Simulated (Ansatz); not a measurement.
```xyz
18

C     1.4600    0.0000    0.2300
C     0.7300    1.2644   -0.2300
C    -0.7300    1.2644    0.2300
C    -1.4600    0.0000   -0.2300
C    -0.7300   -1.2644    0.2300
C     0.7300   -1.2644   -0.2300
H     1.5319    0.0000    1.3176
H     2.4722    0.0000   -0.1745
H     0.7660    1.3267   -1.3176
H     1.2361    2.1410    0.1745
H    -1.2361    2.1410   -0.1745
H    -0.7660    1.3267    1.3176
H    -1.5319    0.0000   -1.3176
H    -2.4722    0.0000    0.1745
H    -1.2361   -2.1410   -0.1745
H    -0.7660   -1.3267    1.3176
H     1.2361   -2.1410    0.1745
H     0.7660   -1.3267   -1.3176
```

RHF on singlet C6H12 was run in several spherical basis sets with Ansatz (development build ahead of 0.2.0).

Problem. Rank the basis sets by the total energy that they give, lowest first, with the distance from the lowest.
A. def2-SVP
B. 6-31G(d)
C. cc-pVDZ

Solution. C (0.00 eV), B (0.46 eV), A (4.96 eV).

Totals follow the description of the cores as much as that of the bonds, so this order isn't one of quality for chemistry.
